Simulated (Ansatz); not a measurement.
Geometry optimisation, RKS B3LYP/def2-SVPD (Ansatz 0.2.0).

Input file:

```yaml
crystal:
  periodic: [false, false, false]
  atoms:
    - { symbol: "N", position_ang: [0.3, -0.8185, 0.0926] }
    - { symbol: P, position_ang: [-0.5752, 0.701, -0.1062] }
    - { symbol: H, position_ang: [0.0295, -1.4049, -0.7109] }
    - { symbol: H, position_ang: [0.017, -1.2588, 0.9141] }
    - { symbol: H, position_ang: [-1.57046, 0.50221, 0.90369] }
    - { symbol: H, position_ang: [-1.42783, 0.32556, -1.18963] }
basis:
  gaussian: { orbitals: def2-SVPD }
hamiltonian:
  xc: b3lyp
relax:
  f_tol: 0.015
  max_steps: 40
output:
  orbitals: {}
```

Launched with:

```bash
$ ansatz run input.yaml --threads 1 --pin off --max-ram 2048MiB --backend cpu --events-out ev --progress --plain --runs-dir out
```

Problem. Where does it end, and by what steps?

Solution. The forces met the threshold. After 12 steps the energy has fallen by 0.383 eV; H4 moved furthest, 0.82 Å.

| step | energy less start (eV) | largest force component (eV/Å) | accepted |
| --- | --- | --- | --- |
| 0 | 0.0000 | 2.500 | yes |
| 1 | -0.0965 | 0.570 | yes |
| 2 | -0.1078 | 0.173 | yes |
| 3 | -0.1542 | 0.694 | yes |
| 4 | -0.2530 | 0.515 | yes |
| 5 | -0.3417 | 0.252 | yes |
| 6 | -0.3616 | 0.341 | yes |
| 7 | -0.3306 | 1.498 | no |
| 8 | -0.3769 | 0.338 | yes |
| 9 | -0.3811 | 0.210 | yes |
| 10 | -0.3825 | 0.065 | yes |
| 11 | -0.3827 | 0.015 | yes |
| 12 | -0.3827 | 0.008 | yes |

```xyz
6
Properties=species:S:1:pos:R:3
N 0.112 -0.895 -0.008
P -0.653 0.652 0.118
H -0.420 -1.719 -0.263
H 0.798 -1.094 0.709
H -1.972 0.318 0.583
H -1.092 0.784 -1.236
```

Time of the run: 19 s on 1 thread of Arm Neoverse V2, with other jobs on the host, peak memory 0.12 GiB.
